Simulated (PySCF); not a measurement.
Ne: ionisation energy

Ne [Ne] (1S) → Ne⁺ [He] 2s2 2p5 (2P), as a difference of total energies. Computed with PySCF 2.14 in jorge-DZP-DKH (4s2p1d, 15 functions), with the spin-free X2C one-electron Hamiltonian (Gaussian nucleus). Correlated levels: valence: 1s2 frozen. The calculations carry no spin-orbit coupling.

```csv
method,ionisation energy (eV),error (eV)
UHF,19.750,-1.847
PBE0,21.395,-0.202
B3LYP,21.605,+0.008
MP2 (valence),21.217,-0.380
SCS-MP2 (valence),21.085,-0.512
CCSD (valence),21.033,-0.564
CCSD(T) (valence),21.057,-0.540
```

Reference: 21.597 eV (measured; NIST levels, between the centres of gravity of the two terms).

Errors of the correlated levels include the incompleteness of this basis and the frozen core.
